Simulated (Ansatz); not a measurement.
hcp Be was calculated with r²SCAN (plane waves, PAW; Ansatz, an electronic-structure program).

A relaxed, unreconstructed slab of the (11-20) face has 24 atoms, two equal faces of 13.977 Å² each and an energy of -2236.3030 eV. A bulk cell of 4 atoms with the same orientation and in-plane k mesh has -373.3474 eV. Energies are extrapolated to zero smearing.

Run with plane-wave cutoff 500 eV, 16×14×1 k mesh (along the axes of the cell as run), Fermi–Dirac smearing 0.1 eV, scalar-relativistic PAW data made under PBE.

Worked out: γ = (E_slab − N E_bulk per atom)/2A = [-2236.3030 − 24 × (-373.3474/4)]/(2 × 13.977) = 0.1353 eV/Å². With 16.022 J/m² per eV/Å² this is 2.17 J/m², or 1.89 eV per surface cell and face.
